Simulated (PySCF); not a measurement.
**Basis-set dependence of excited states**

Species: BFH5N.
Structure used (PBE0-D3(BJ)/def2-SVP), in Å, numbered top down from 1:
```xyz
8
BFH5N angstrom
N      0.766    0.120    0.107
B     -0.871   -0.028   -0.108
F     -1.216    1.164   -0.737
H      1.155   -0.706    0.563
H      1.232    0.243   -0.794
H      0.977    0.937    0.682
H     -1.302   -0.147    1.037
H     -0.979   -1.029   -0.813
```

TDDFT with PBE0 (PySCF), vertical singlets, core orbitals frozen in the response, spherical d and f functions. Isolated species at its PBE0-D3(BJ)/def2-SVP geometry, gas phase.

| basis | functions | diffuse | S1 (eV) | S2 (eV) | S3 (eV) | S4 (eV) | S5 (eV) | LUMO (eV) | α (au) |
| --- | --- | --- | --- | --- | --- | --- | --- | --- | --- |
| 6-31G* | 52 | no | 6.94 | 8.45 | 8.81 | 8.94 | 10.01 | 1.23 | 22.5 |
| 6-31+G* | 64 | yes | 5.73 | 7.29 | 7.31 | 7.50 | 7.69 | -0.60 | 27.0 |
| def2-SVP | 67 | no | 6.56 | 8.09 | 8.42 | 8.52 | 9.48 | 0.61 | 23.6 |
| def2-SVPD | 103 | yes | 6.07 | 7.63 | 7.85 | 7.98 | 8.10 | -0.25 | 30.4 |
| aug-cc-pVDZ | 114 | yes | 5.60 | 6.89 | 6.96 | 7.15 | 7.32 | -0.82 | 31.1 |
| def2-TZVP | 123 | no | 6.20 | 7.75 | 7.89 | 8.10 | 8.62 | 0.00 | 27.9 |
| def2-TZVPD | 159 | yes | 5.80 | 7.35 | 7.43 | 7.53 | 7.62 | -0.55 | 31.0 |
| aug-cc-pVTZ | 253 | yes | 5.63 | 6.88 | 6.94 | 7.17 | 7.24 | -0.82 | 31.3 |

Problem. How much do these states and the polarisability depend on the basis?

Solution. States are compared by their number. Against the largest diffuse basis here (aug-cc-pVTZ, itself not a converged limit), sets without diffuse functions differ by up to 1.31 eV in S1 and 2.77 eV in S5; the smaller diffuse sets differ by up to 0.44 and 0.87 eV. State by state, the largest deviation of a set without diffuse functions is S1 1.31, S2 1.57, S3 1.88, S4 1.77, S5 2.77 eV. The same number needn't mean the same state in each row. Against aug-cc-pVTZ the polarisability deviates by -28% in 6-31G*, -14% in 6-31+G*, -25% in def2-SVP, -3% in def2-SVPD, -1% in aug-cc-pVDZ, -11% in def2-TZVP, -1% in def2-TZVPD. A single + in a Pople set puts diffuse functions on heavy atoms only.

Without π bonds the low states are Rydberg-like; a valence basis with one diffuse set may place them up to an eV too high.
